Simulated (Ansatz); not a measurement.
A nudged elastic band was laid between two geometries of CH₄AlO (7 atoms, charge 0, multiplicity 2).

The calculation used Ansatz, UKS PBE-D4/6-31G*.

```
movable images  : 5
climbing image  : yes
spring          : 5.0 eV/Å²
optimiser       : quadratic models (default)
start path      : through a guess of the saddle point
force threshold : 0.03 eV/Å
iteration limit : 60
end points      : relaxed
```

First end point:

```xyz
7
Properties=species:S:1:pos:R:3
C -0.523 0.677 -0.042
O -0.420 -0.584 -0.688
Al 0.779 -1.801 -0.413
H -0.471 1.488 -0.794
H 0.278 0.848 0.706
H -1.498 0.755 0.474
H 1.915 -1.452 0.712
```

Last end point:

```xyz
7
Properties=species:S:1:pos:R:3
C -0.785 0.359 0.680
O -0.932 -0.700 -0.145
Al 0.767 -0.392 -0.728
H 0.885 0.312 -2.152
H -0.417 0.191 1.708
H -1.395 1.257 0.492
H 1.937 -1.095 0.098
```

Task: What changes between the two ends?

Result: Bonds broken: C1–H4. Bonds formed: C1–Al3, Al3–H4.

Task: What energy profile does the band end with?

Result: The forces met the threshold. The highest image is number 4 of 0 to 6, 31.2 kcal/mol above the first end and 15.6 kcal/mol above the last; the last end lies 15.6 kcal/mol above the first. The profile has 2 maxima (images 2, 4) with wells between them (image 3): this band takes more than one step, which may be the mechanism or a detour left from its start path. Neighbouring images differ by up to 1.3 eV, so the band resolves the path poorly. A vibrational analysis at the climbing image gives one clearly imaginary mode, 723i cm⁻¹: a first-order saddle point.

```
image  path coordinate (Å)  energy (kcal/mol)  C1–H4 (Å)  C1–Al3 (Å)  Al3–H4 (Å)
    0                 0.00                0.0       1.11        2.82        3.54
    1                 1.35                0.8       1.11        2.88        3.22
    2                 2.69                1.7       1.11        3.08        3.57
    3                 4.04                1.1       1.11        2.78        2.89
    4                 5.39               31.2       1.92        2.29        1.67
    5                 6.42               18.4       2.80        2.23        1.59
    6                 7.46               15.6       3.29        2.23        1.59
```

Task: What is the geometry of the highest image?

Result: 
```xyz
7
Properties=species:S:1:pos:R:3:forces:R:3
C -0.722 0.461 0.399 0.00 0.00 0.00
O -0.815 -0.856 0.301 0.00 0.00 0.00
Al 0.703 -0.900 -0.764 0.00 0.00 0.00
H 0.496 0.730 -1.055 0.00 0.00 0.00
H -0.139 0.914 1.220 0.00 0.00 0.00
H -1.481 1.097 -0.088 0.00 0.00 0.00
H 2.019 -1.515 -0.059 0.00 0.00 0.00
```

Time of the run: 5.2 min on 1 thread of Arm Neoverse V1, with other jobs on the host, peak memory 0.22 GiB.
